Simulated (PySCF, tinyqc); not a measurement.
Worked calculation (part 2 of 2): RHF in the sto-3g basis, for LiH, spin multiplicity 1. The lowest restricted solution is unstable here: a spin-polarised one lies 0.0420 hartree lower (PySCF). Computed by tinyqc, a small Python program that keeps every step (integrals from PySCF). Command: `OMP_NUM_THREADS=1 python tinyqc.py 25941 25942 out.jsonl` (the two numbers bound the seeds that draw the settings). One thread of a shared host (Intel(R) Xeon(R) Processor @ 2.60GHz), about 0.06 s of CPU time with the checks.

Geometry (angstrom):
```
atom         x         y         z
Li    0.000000  0.000000  0.000000
H     0.000000  0.000000  2.650000
```

## Iteration 4: diagonalisation and new density

extrapolated F (hartree), lower triangle:
```
            1Li 1s     1Li 2s    1Li 2px   1Li 2py    1Li 2pz      2H 1s
1Li 1s   -2.422800
1Li 2s   -0.648741  -0.239359
1Li 2px   0.003700  -0.003570   0.139792
1Li 2py  -0.007942   0.009420  -0.002969  0.142893
1Li 2pz   0.011851  -0.041605  -0.009343  0.022313   0.087031
2H 1s    -0.014138  -0.163347  -0.008006  0.015097  -0.155395  -0.054672
```

X, lower triangle:
```
            1Li 1s     1Li 2s   1Li 2px   1Li 2py    1Li 2pz     2H 1s
1Li 1s    1.023189
1Li 2s   -0.127406   1.035751
1Li 2px   0.000000   0.000000  1.000000
1Li 2py   0.000000   0.000000  0.000000  1.000000
1Li 2pz  -0.003271   0.018976  0.000000  0.000000   1.027761
2H 1s     0.014563  -0.095046  0.000000  0.000000  -0.139797  1.040186
```

D after iteration 3, lower triangle:
```
            1Li 1s     1Li 2s    1Li 2px    1Li 2py   1Li 2pz     2H 1s
1Li 1s    2.015842
1Li 2s   -0.108710   0.613376
1Li 2px  -0.035063   0.118941   0.023162
1Li 2py   0.075332  -0.246900  -0.048098   0.099883
1Li 2pz  -0.045931   0.154467   0.030083  -0.062471  0.039072
2H 1s    -0.211094   0.744927   0.145004  -0.301103  0.188331  0.907823
```

overlap S, lower triangle:
```
           1Li 1s    1Li 2s   1Li 2px   1Li 2py   1Li 2pz     2H 1s
1Li 1s   1.000000
1Li 2s   0.241137  1.000000
1Li 2px  0.000000  0.000000  1.000000
1Li 2py  0.000000  0.000000  0.000000  1.000000
1Li 2pz  0.000000  0.000000  0.000000  0.000000  1.000000
2H 1s    0.005446  0.172440  0.000000  0.000000  0.261929  1.000000
```

A level shift of 0.2 hartree raises the virtual space: F + shift (S - S D(s) S), with D(s) the density of one spin (D/2). Diagonalise F' = X^T F X, C = X C', fill 2 alpha and 2 beta electrons from the bottom; D = 2 C_occ C_occ^T. Each column has its largest component positive (the first on a tie).

F' = X^T F X (hartree), lower triangle:
```
           1          2          3         4          5         6
1  -2.368074
2  -0.372915   0.032016
3   0.006223  -0.016173   0.337476
4  -0.013726   0.035857   0.001841  0.332905
5   0.014403  -0.033837  -0.013396  0.031062   0.324551
6   0.042885  -0.244639  -0.022397  0.044318  -0.207416  0.110217
```

orbital energies (hartree): MO1 -2.424758, MO2 -0.215482, MO3 0.244122, MO4 0.337922, MO5 0.342409, MO6 0.484878

coefficients C:
```
               MO1        MO2        MO3        MO4        MO5        MO6
1Li 1s    0.992541  -0.162271  -0.204755   0.000701  -0.000444  -0.099885
1Li 2s    0.029279   0.592880   0.762267  -0.005790  -0.013919   0.405910
1Li 2px  -0.001392   0.055585  -0.041995   0.823756  -0.562561  -0.009766
1Li 2py   0.003058  -0.117541   0.083748   0.566034   0.810100   0.050042
1Li 2pz  -0.003701   0.241211  -0.562670  -0.004534   0.044688   0.836298
2H 1s    -0.002073   0.623213  -0.339618   0.033534   0.149303  -0.763951
```

D after iteration 4, lower triangle:
```
            1Li 1s     1Li 2s    1Li 2px    1Li 2py   1Li 2pz     2H 1s
1Li 1s    2.022939
1Li 2s   -0.134293   0.704728
1Li 2px  -0.020802   0.065829   0.006183
1Li 2py   0.044218  -0.139196  -0.013076   0.027650
1Li 2pz  -0.085630   0.285801   0.026826  -0.056727  0.116393
2H 1s    -0.206374   0.738859   0.069289  -0.146518  0.300667  0.776797
```

## Iteration 16 (converged): orbitals

converged F (hartree), lower triangle:
```
            1Li 1s     1Li 2s   1Li 2px   1Li 2py    1Li 2pz      2H 1s
1Li 1s   -2.377047
1Li 2s   -0.645022  -0.203376
1Li 2px   0.000000   0.000000  0.154635
1Li 2py   0.000000   0.000000  0.000000  0.154635
1Li 2pz   0.012485  -0.038699  0.000000  0.000000   0.092118
2H 1s    -0.014792  -0.152509  0.000000  0.000000  -0.152082  -0.054550
```

Diagonalise F' = X^T F X, C = X C', fill 2 alpha and 2 beta electrons from the bottom; D = 2 C_occ C_occ^T. Each column has its largest component positive (the first on a tie).

F' = X^T F X (hartree), lower triangle:
```
           1          2         3         4          5         6
1  -2.323689
2  -0.359563  -0.058351
3   0.000000   0.000000  0.154635
4   0.000000   0.000000  0.000000  0.154635
5   0.010667  -0.005667  0.000000  0.000000   0.139122
6   0.028274  -0.150790  0.000000  0.000000  -0.171640  0.015081
```

orbital energies (hartree): MO1 -2.379440, MO2 -0.198300, MO3 0.062928, MO4 0.154635, MO5 0.154635, MO6 0.286975

coefficients C:
```
               MO1        MO2        MO3        MO4       MO5        MO6
1Li 1s    0.991639  -0.151183  -0.217724   0.000000  0.000000  -0.098815
1Li 2s    0.032634   0.543095   0.801027   0.000000  0.000000   0.400930
1Li 2px   0.000000   0.000001  -0.000001   0.955902  0.293686   0.000000
1Li 2py   0.000000   0.000000   0.000000  -0.293686  0.955902   0.000000
1Li 2pz  -0.004116   0.300119  -0.550866  -0.000001  0.000000   0.826235
2H 1s    -0.002003   0.641648  -0.295413  -0.000001  0.000000  -0.782171
```

D after iteration 16, lower triangle:
```
            1Li 1s    1Li 2s   1Li 2px    1Li 2py   1Li 2pz     2H 1s
1Li 1s    2.012407
1Li 2s   -0.099492  0.592034
1Li 2px   0.000000  0.000001  0.000000
1Li 2py   0.000000  0.000000  0.000000   0.000000
1Li 2pz  -0.098910  0.325718  0.000001   0.000000  0.180177
2H 1s    -0.197985  0.696821  0.000002  -0.000001  0.385158  0.823433
```

Within a degenerate level the vectors are fixed only up to a rotation; this is one choice.

## Convergence

Stop when the energy changes by less than 1e-09 hartree and every element of the error matrix X^T (F D S - S D F) X is below 9e-06.

Course of the cycle:
```
iteration  E (hartree)     change  largest element of the error matrix
1          -5.55973462          -                             1.66e+00
2          -7.48595642  -1.93e+00                             3.67e-01
3          -7.65790808  -1.72e-01                             1.13e-01
4          -7.71852967  -6.06e-02                             5.71e-02
5          -7.74325875  -2.47e-02                             3.64e-02
6          -7.74992393  -6.67e-03                             1.69e-02
7          -7.75174663  -1.82e-03                             7.21e-03
8          -7.75210625  -3.60e-04                             3.68e-03
9          -7.75219113  -8.49e-05                             2.03e-03
10         -7.75221153  -2.04e-05                             1.11e-03
11         -7.75221693  -5.40e-06                             4.69e-04
12         -7.75221776  -8.27e-07                             2.21e-04
13         -7.75221792  -1.55e-07                             9.23e-05
14         -7.75221794  -2.32e-08                             4.22e-05
15         -7.75221794  -4.47e-09                             1.90e-05
16         -7.75221794  -8.46e-10                             8.41e-06
```

PySCF RHF in the same basis = -7.75221794 hartree

Converged in 16 iterations.

## Populations, bond orders and dipole

Mulliken: Z minus the diagonal of D S on the atom; Loewdin: the same with S^(1/2) D S^(1/2); Mayer order: 2 sum_s sum (D(s) S)_ij (D(s) S)_ji over the two atoms.

Charges (e):
```
atom   Mulliken    Loewdin
1Li    0.043399   0.040834
2H    -0.043399  -0.040834
```

Mayer bond orders:
```
pair     order
2-1   0.998117
```

dipole moment about the origin, x y z (debye): -0.000013  0.000004  -5.205777
